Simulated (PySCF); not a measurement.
# Löwdin shares of the frontier orbitals

2-chloroacrylic acid, C3H3ClO2.
Atom-mapped SMILES: `[CH2:1]=[C:2]([Cl:3])[C:4](=[O:5])[OH:6]` (hydrogens: H7, H8 on C1; H9 on O6)

Computed, not measured: TDDFT PBE0/def2-SVPD, vertical, gas phase, core orbitals frozen in the response (PySCF). The structure is a single GFN2-xTB conformer in the gas phase; no vibrational or solvent corrections. Torsions of this conformer, `[CH2:1]=[C:2]([Cl:3])[C:4](=[O:5])[OH:6]`: C1–C2–C4–O5 180°, H–O6–C4–C2 180°.

Frontier orbitals with the atoms that hold most of them (Löwdin shares over 4%, at most four atoms; ? is withheld):

```json
{"orbital": "HOMO-3", "ε (eV)": "-9.79", "atoms": "O5 44%, O6 36%, C4 12%, Cl3 4%"}
{"orbital": "HOMO-2", "ε (eV)": "-9.24", "atoms": "Cl3 76%, C2 10%, C4 4%"}
{"orbital": "HOMO-1", "ε (eV)": "-8.65", "atoms": "?"}
{"orbital": "HOMO", "ε (eV)": "-8.06", "atoms": "?"}
{"orbital": "LUMO", "ε (eV)": "?", "atoms": "C1 29%, C2 20%, C4 17%, O5 16%"}
{"orbital": "LUMO+1", "ε (eV)": "0.23", "atoms": "O6 34%, H9 19%, C4 15%, O5 9%"}
{"orbital": "LUMO+2", "ε (eV)": "0.63", "atoms": "Cl3 53%, C2 20%, C1 9%, H7 7%"}
```

Problem. Which atoms hold the HOMO, and with what shares?

Solution. Cl3 (bonded to C) 39%; C1 (bonded to C and 2 H) 27%; C2 (bonded to 2 C and Cl) 24%. By element: carbon 51% or more, chlorine 39%.

Problem. Give the leading atoms of the HOMO-1.

Solution. O5 (bonded to C) 67%; O6 (bonded to C and H) 11%; C4 (bonded to C and 2 O) 7%; Cl3 (bonded to C) 6%. By element: oxygen 78%, carbon 7% or more, chlorine 6%.

Problem. What is the LUMO energy, and the HOMO–LUMO gap?

Solution. ε(LUMO) = -1.95 eV; the gap is 6.12 eV (0.2247 hartree).

Problem. How does S1 compare with the orbital gap of 6.12 eV?

Solution. S1 is at 4.86 eV (f = 0.0000), 1.26 eV below the gap, made of HOMO-1→LUMO (96%). Its leading pair isn't HOMO and LUMO; the energies of that pair differ by 6.70 eV. Without the coupling terms of the response equations the lowest excitation would equal the gap.

Problem. Give energy, strength and leading configuration of S1, S2 and S3, and follow the Löwdin shares of the leading atoms from the occupied to the empty orbital.

Solution. 
- S1 (4.86 eV, f 0.0000), HOMO-1→LUMO (96%): O5 67% → 16%, O6 11% → at most 16%, C1 at most 6% → 29%, C2 at most 6% → 20%
- S2 (5.50 eV, f 0.143), HOMO→LUMO (95%): Cl3 39% → at most 16%, C1 27% → 29%, C2 24% → 20%
- S3 (5.85 eV, f 0.0003), HOMO-2→LUMO (98%): Cl3 76% → at most 16%, C2 10% → 20%, C1 at most 4% → 29%
